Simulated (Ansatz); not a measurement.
Relaxation of C₃H₄ClN (9 atoms, charge 0, multiplicity 1), to a largest force component of 0.015 eV/Å in at most 40 steps.

These are results of RKS B3LYP-D4/STO-3G (Ansatz 0.2.0), not measurements.

```xyz
9
Properties=species:S:1:pos:R:3:forces:R:3
N 0.136 1.295 -1.265 -0.82 5.86 -5.25
C 0.106 0.416 -0.414 -0.01 2.57 -2.66
C 0.832 -0.670 0.015 4.87 -2.46 3.69
C -0.468 -0.150 0.675 -2.68 -3.02 6.12
Cl -1.936 -1.185 0.450 -0.81 -0.38 -0.04
H -0.759 1.926 -1.166 0.78 -0.46 -0.01
H 0.880 -1.565 -0.569 -0.32 -1.19 -0.43
H 1.810 -0.453 0.571 -1.41 -0.49 -0.69
H -0.511 0.339 1.687 0.38 -0.44 -0.74
```

Problem. Where does it end, and by what steps?

Solution. The forces met the threshold. Limits of this set-up: minimal basis. After 10 steps the energy has fallen by 1.251 eV; N1 moved furthest, 0.19 Å.

| step | energy less start (eV) | largest force component (eV/Å) | accepted |
| --- | --- | --- | --- |
| 0 | 0.0000 | 6.124 | yes |
| 1 | -1.1256 | 2.237 | yes |
| 2 | -1.2010 | 0.801 | yes |
| 3 | -1.0540 | 1.290 | no |
| 4 | -1.2325 | 0.821 | yes |
| 5 | -1.2252 | 0.456 | no |
| 6 | -1.2458 | 0.366 | yes |
| 7 | -1.2485 | 0.212 | yes |
| 8 | -1.2496 | 0.116 | yes |
| 9 | -1.2510 | 0.029 | yes |
| 10 | -1.2511 | 0.012 | yes |

```xyz
9
Properties=species:S:1:pos:R:3
N 0.120 1.436 -1.389
C 0.128 0.515 -0.471
C 0.875 -0.671 0.063
C -0.471 -0.210 0.707
Cl -1.971 -1.236 0.500
H -0.798 1.991 -1.255
H 0.860 -1.593 -0.536
H 1.791 -0.530 0.656
H -0.446 0.250 1.709
```

Time of the run: 37 s on 1 thread of Arm Neoverse N1, on a shared host, peak memory 0.12 GiB.
